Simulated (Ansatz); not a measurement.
# BH7OSi: the cost of one run

All numbers below are computed with Ansatz 0.2.0 (RHF/def2-SVP).

## 1. Starting point

Bond lengths: B1–H3 1.190 Å, B1–H4 1.190 Å, B1–O5 1.710 Å, O5–Si6 1.680 Å, Si6–H7 1.460 Å, Si6–H8 1.460 Å, Si6–H9 1.460 Å. Angles: H3–B1–H4 120.0°, H3–B1–O5 97.0°, H4–B1–O5 101.2°, B1–O5–Si6 125.0°, O5–Si6–H7 109.5°, O5–Si6–H8 109.5°, O5–Si6–H9 109.5°, H7–Si6–H8 109.4°, H7–Si6–H9 109.4°, H8–Si6–H9 109.4°.

As a file:

```xyz
10

B     0.0000    0.0000    0.0000
H     0.0000    0.0000    1.5400
H     1.0305    0.0000   -0.5950
H    -1.0305    0.0000   -0.5950
O     0.0715   -1.6212    0.5392
Si   -0.6985   -2.9178   -0.2012
H     0.2063   -4.0629   -0.2427
H    -1.8953   -3.2713    0.5566
H    -1.0766   -2.5477   -1.5620
H     0.0379   -0.8605    1.5370
```

## 2. A restrained relaxation towards end A

Springs on the bonds that form and break draw the guess towards this end; the thresholds are loose.

Input file input.yaml:

```yaml
crystal:
  periodic: [false, false, false]
  atoms:
    - { symbol: B, position_ang: [0.0, 0.0, 0.0] }
    - { symbol: H, position_ang: [0.0, 0.0, 1.54] }
    - { symbol: H, position_ang: [1.0305, 0.0, -0.595] }
    - { symbol: H, position_ang: [-1.0305, 0.0, -0.595] }
    - { symbol: O, position_ang: [0.0715, -1.6212, 0.5392] }
    - { symbol: Si, position_ang: [-0.6985, -2.9178, -0.2012] }
    - { symbol: H, position_ang: [0.2063, -4.0629, -0.2427] }
    - { symbol: H, position_ang: [-1.8953, -3.2713, 0.5566] }
    - { symbol: H, position_ang: [-1.0766, -2.5477, -1.562] }
    - { symbol: H, position_ang: [0.0379, -0.8605, 1.537] }
basis:
  gaussian: { orbitals: def2-SVP }
hamiltonian:
  xc: hf
relax:
  f_tol: 0.15
  max_steps: 25
  restrain:
    - { distance: [0, 4], at: 2.61, k: 30.0 }
    - { distance: [9, 1], at: 1.86, k: 30.0 }
    - { distance: [0, 1], at: 1.19, k: 30.0 }
    - { distance: [9, 4], at: 1.01, k: 30.0 }
```

Run with:

```bash
$ ansatz run input.yaml --threads 1 --pin off --max-ram 2048MiB --backend cpu --events-out ev --progress --plain --runs-dir out
```

What time and memory should one allow on 1 thread of Arm Neoverse V1, shared host?

About 11 s, with a peak of 0.13 GiB.
